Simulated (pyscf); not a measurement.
**Multi-bond step: HO–GeH₃ + HF -> H₂O + GeH₂ [singlet] + HF**

Gas phase, singlet surface, charge 0. Bonds broken: O1–Ge2, Ge2–H8, H4–F7. Bonds formed: O1–H4, F7–H8. Optimised with ωB97X-D3(BJ)/def2-SVP in PySCF. MP2 and CC: frozen core, UHF for open shells. ΔMP2 is the change of the MP2 total energy from the triple- to the quadruple-zeta basis.

Transition state (Å):

```xyz
8

O     -0.5210     0.8934     0.2340
Ge     0.4737    -0.7737     0.7023
H     -0.3108     1.3179    -0.6075
H     -1.4749     0.3537     0.1833
H      1.4432    -0.8374    -0.5070
H      1.3473    -0.2574     1.8670
F     -2.2425    -0.6854     0.3061
H     -1.1694    -1.2692     0.6526
```

One imaginary mode, 1326i cm⁻¹; descent along it reached the two sides named, in the forms told below.

```
bond    change  reactant side (Å)  saddle  product side
------  ------  -----------------  ------  ------------
O1–Ge2  breaks              1.814   1.997         2.155
Ge2–H8  breaks              1.524   1.717         2.287
H4–F7   breaks              0.946   1.298         1.781
O1–H4    forms              1.654   1.097         0.981
F7–H8    forms                3.1   1.270         0.957
```

Electronic energies relative to the separated reactants (eV):

```tsv
level	barrier	reaction energy	reverse barrier
ωB97X-D3(BJ)/def2-TZVP	1.27	+2.09	-0.82
PBE/def2-TZVP	0.78	+1.88	-1.11
r²SCAN/def2-TZVP	0.98	+2.13	-1.15
B3LYP-D3(BJ)/def2-TZVP	1.06	+1.85	-0.78
PBE0-D3(BJ)/def2-TZVP	1.06	+2.01	-0.95
M06-2X/def2-TZVP	1.30	+2.06	-0.76
ωB97M-D3(BJ)/def2-TZVP	1.21	+1.86	-0.65
HF/def2-TZVP	2.21	+1.88	0.33
MP2/def2-QZVPP	1.36	+2.11	-0.75
CCSD/def2-TZVPP	1.55	+1.96	-0.41
CCSD(T)/def2-TZVPP	1.41	+2.00	-0.59
CCSD(T)/def2-TZVPP + ΔMP2(QZVPP)	1.39	+1.95	-0.55
```

With CCSD(T)/def2-TZVPP + ΔMP2(QZVPP) energies and thermal terms (ideal gas, 1 atm, RRHO with modes under 100 cm⁻¹ raised to 100, one conformer, R ln 2 for chiral ones without a mode under 150 cm⁻¹), in eV:

| T (K) | ΔH‡ | ΔG‡ | ΔH | ΔG |
|---|---|---|---|---|
| 298 | 1.35 | 1.77 | +1.90 | +1.47 |
| 600 | 1.33 | 2.21 | +1.89 | +1.04 |
| 900 | 1.33 | 2.65 | +1.85 | +0.62 |
| 1200 | 1.35 | 3.09 | +1.80 | +0.22 |

On the reactant side the descent ends in a bound adduct, 0.43 eV under the separated species and 1.70 eV under the saddle at ωB97X-D3(BJ)/def2-TZVP. On the product side the descent ends in an adduct with a Ge–O contact, 1.24 eV under the separated species and 0.43 eV under the saddle at ωB97X-D3(BJ)/def2-TZVP. At ωB97X-D3(BJ)/def2-TZVP, PBE, r²SCAN, B3LYP-D3(BJ), PBE0-D3(BJ), M06-2X, ωB97M-D3(BJ)/def2-TZVP, MP2, CCSD, CCSD(T), CCSD(T) the saddle lies under the separated products, which points to a path from their complex (located at ωB97X-D3(BJ) alone), and parting the products costs more than the saddle. What is counted as broken (Ge–O) persists as a longer contact in the product adduct; parting that adduct is a step of its own. The same reactants have a lower exit, to F–GeH₃ + H₂O (barrier +0.46 eV at ωB97M-D3(BJ)/def2-TZVP, against +1.21 eV here). This is the saddle that the search found; another between the same sides may lie lower. The CCSD(T) − MP2 part came from Ansatz, without density fitting, on the same reference. The frozen core leaves the outer d or s,p core shells of the metals and heavy elements correlated in the MP2 and CC values, and def2-TZVPP describes them poorly, which can shift differences by a few kcal/mol. Elements up to Kr have no core potential and no relativistic terms here.
